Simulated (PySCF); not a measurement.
hydrogen sulfide (H2S), SMILES S. Atoms are numbered in the order given.

```xyz
3

S      0.0000     0.0000     0.1033
H      0.0000    -0.9673    -0.8265
H      0.0000     0.9673    -0.8265
```
Charge 0, spin multiplicity 1.

Coordinates come from a PBE0-D3(BJ)/def2-TZVPD optimisation.

Two levels are set side by side: PBE/pcSseg-2 (PySCF) and HF/pcSseg-2 (PySCF). GIAO shifts against H2S (³³S), TMS (¹H) at the same level; non-relativistic, no solvent, atoms listed together averaged. Differences are taken from unrounded values.

| quantity | PBE |
|---|---|
| δ(³³S) of S1 (ppm) | -1.4 |
| δ(¹H) of H2, H3 (ppm) | 0.81 |

Task: These are the PBE values. What does HF give? (Estimate from the structure and the level; the computed values follow.)

Result: 
```
quantity                 HF  PBE minus HF
---------------------  ----  ------------
δ(³³S) of S1 (ppm)     -1.1          -0.3
δ(¹H) of H2, H3 (ppm)  1.53         -0.73
```
